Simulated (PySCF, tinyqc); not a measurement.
Worked calculation: CCSD on RHF in the sto-3g basis, for LiH, spin multiplicity 1. The lowest restricted solution is unstable here: a spin-polarised one lies 0.0012 hartree lower (PySCF). One step of it, computed by the program tinyqc.

Question. CCSD: starting amplitudes. t_ij^ab = <ij||ab> / (e_i + e_j - e_a - e_b), whose energy is MP2.

orbital energies (hartree): MO1 -2.364911, MO2 -0.240619, MO3 0.071602, MO4 0.161035, MO5 0.161035, MO6 0.403362

Two-electron integrals over orbitals (pq|rs), unique and non-zero (hartree):
```
(11|11) 1.659248    (21|11) -0.098748   (21|21) 0.010204    (22|11) 0.316997
(22|21) 0.002910    (22|22) 0.453113    (31|11) -0.141611   (31|21) 0.010600
(31|22) -0.011449   (31|31) 0.022024    (32|11) 0.026871    (32|21) -0.002583
(32|22) -0.058837   (32|31) -0.000187   (32|32) 0.020820    (33|11) 0.391506
(33|21) -0.008939   (33|22) 0.213424    (33|31) 0.000967    (33|32) 0.014142
(33|33) 0.329242    (41|41) 0.009808    (42|41) 0.007266    (42|42) 0.021291
(43|41) 0.010374    (43|42) 0.020229    (43|43) 0.041371    (44|11) 0.396340
(44|21) -0.003624   (44|22) 0.246411    (44|31) -0.005063   (44|32) 0.013071
(44|33) 0.279823    (44|44) 0.312946    (51|51) 0.009808    (52|51) 0.007266
(52|52) 0.021291    (53|51) 0.010374    (53|52) 0.020229    (53|53) 0.041371
(54|54) 0.016869    (55|11) 0.396340    (55|21) -0.003624   (55|22) 0.246411
(55|31) -0.005063   (55|32) 0.013071    (55|33) 0.279823    (55|44) 0.279207
(55|55) 0.312946    (61|11) 0.068710    (61|21) -0.009226   (61|22) -0.007456
(61|31) -0.004443   (61|32) 0.002709    (61|33) 0.011757    (61|44) 0.001556
(61|55) 0.001556    (61|61) 0.010811    (62|11) -0.078275   (62|21) 0.001639
(62|22) 0.108716    (62|31) 0.004010    (62|32) -0.043725   (62|33) -0.018599
(62|44) -0.036039   (62|55) -0.036039   (62|61) 0.000849    (62|62) 0.130320
(63|11) 0.022889    (63|21) -0.002283   (63|22) -0.057363   (63|31) 0.003998
(63|32) 0.016893    (63|33) 0.036615    (63|44) 0.007658    (63|55) 0.007658
(63|61) 0.004448    (63|62) -0.038830   (63|63) 0.030769    (64|41) -0.005885
(64|42) -0.018540   (64|43) -0.012080   (64|64) 0.019301    (65|51) -0.005885
(65|52) -0.018540   (65|53) -0.012080   (65|65) 0.019301    (66|11) 0.353068
(66|21) 0.000878    (66|22) 0.425026    (66|31) -0.010781   (66|32) -0.048946
(66|33) 0.238717    (66|44) 0.259031    (66|55) 0.259031    (66|61) -0.005075
(66|62) 0.100333    (66|63) -0.046417   (66|66) 0.421255
```

Give: Starting amplitudes; correlation energy.

Answer.

Starting amplitudes (spin orbitals 1a, 1b, ...; amplitudes related by a flip of all spins are not repeated):
```
from      to          t
2a 2b  6a 6b    -0.1012
2a 2b  3a 6b     0.0457
2a 2b  3a 3b    -0.0333
2a 2b  4a 4b    -0.0265
2a 2b  5a 5b    -0.0265
1a 1b  3a 3b    -0.0045
1a 2b  4a 4b    -0.0025
1a 2b  5a 5b    -0.0025
1a 1b  6a 6b    -0.0020
1a 1b  4a 4b    -0.0019
1a 1b  5a 5b    -0.0019
1a 2b  3a 6b    -0.0013
1a 2b  3b 6a     0.0009
1a 1b  3a 6b     0.0009
1a 2a  3a 6a  -4.22e-04
1a 2b  6a 6b  -2.49e-04
1a 2b  3a 3b   6.79e-05
```

correlation energy = -0.019263 hartree
